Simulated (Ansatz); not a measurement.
CH3NO, SMILES NC=O: the interaction energy of a dimer with the counterpoise correction, run with Ansatz 0.2.0 through its Python package.

Script `dimer_ch3no.py`:
```python
# -*- coding: utf-8 -*-
"""Interaction energy of two CH3NO molecules, with the counterpoise correction."""

import ansatz as az

FIRST = [
    ("N", (0.1675, -0.6301, -0.322)),
    ("C", (-0.1311, 0.5725, 0.3276)),
    ("O", (-1.2722, 0.9084, 0.6937)),
    ("H", (-0.5866, -1.1916, -0.5235)),
    ("H", (1.0447, -0.858, -0.6611)),
    ("H", (0.7779, 1.1989, 0.4854)),
]
SECOND = [
    ("N", (0.3389, -0.5405, -5.0959)),
    ("C", (0.0504, -1.5541, -4.1758)),
    ("O", (0.2846, -1.4823, -2.9555)),
    ("H", (0.7873, 0.2307, -4.7372)),
    ("H", (0.2136, -0.6263, -6.0516)),
    ("H", (-0.4213, -2.4391, -4.6634)),
]

def energy(atoms, ghosts=()):
    molecule = az.Crystal.molecule()
    for symbol, xyz in atoms:
        molecule = molecule.atom(symbol, xyz)
    calc = (
        molecule.calculation()
        .basis(gaussian="def2-SVPD")
        .correlation("mp2")
    )
    deck = calc.input()
    if ghosts:
        deck = deck.set(az.key.basis.gaussian.ghost_atoms, [{"symbol": s, "position_ang": list(xyz)} for s, xyz in ghosts])
    return az.Session.from_dict(deck).plan().execute().report["free_energy_ev"]

# monomers in their own basis and in the basis of the dimer
both = energy(FIRST + SECOND)
alone = energy(FIRST) + energy(SECOND)
ghosted = energy(FIRST, SECOND) + energy(SECOND, FIRST)
print(f"dimer {both:.6f} eV")
print(f"interaction, uncorrected   {(both - alone):8.3f} eV")
print(f"interaction, counterpoise  {(both - ghosted):8.3f} eV")
print(f"basis-set superposition    {(alone - ghosted):8.3f} eV")
```

How large is the interaction at this pose, and how much of it is basis-set superposition?

Uncorrected it is -0.179 eV, with the counterpoise correction -0.093 eV; the difference, 0.09 eV, is the superposition error.

What the script printed:

Running `python dimer_ch3no.py` prints:
```text
dimer -9215.036773 eV
interaction, uncorrected     -0.179 eV
interaction, counterpoise    -0.093 eV
basis-set superposition       0.086 eV
```

Reading the output:
- Total energies depend on the basis set; only differences at equal settings carry meaning.
- The dimer is a generated trial pose of unrelaxed monomers, not a minimum, so the figure is no binding energy, and the basis set is small.
- Hardware and time: 15 s on 1 thread of Arm Neoverse V2 (shared host), peak memory 0.46 GiB.

(A comment or docstring line of the script was reworded after the run, the code is as it ran; lines on the test bed's own set-up are left out of the output.)
